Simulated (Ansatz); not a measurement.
Species: C₂H₃N, SMILES `CC#N` (charge 0, multiplicity 1).

Problem. Give a relaxed geometry from PBE0-D3(BJ)/def2-TZVP (Ansatz, a quantum-chemistry and plane-wave program).

Solution. the end point of this relaxation (outside a Z-matrix the atoms follow the SMILES, hydrogens last).
Bonds (Å): C1–C2 1.449, C1–H4 1.091, C1–H5 1.091, C1–H6 1.091, C2–N3 1.149. Angles (°): C2–C1–H4 110.1, C2–C1–H5 110.1, C2–C1–H6 110.1, H4–C1–H5 108.8, H4–C1–H6 108.8, H5–C1–H6 108.8, C1–C2–N3 180.0.
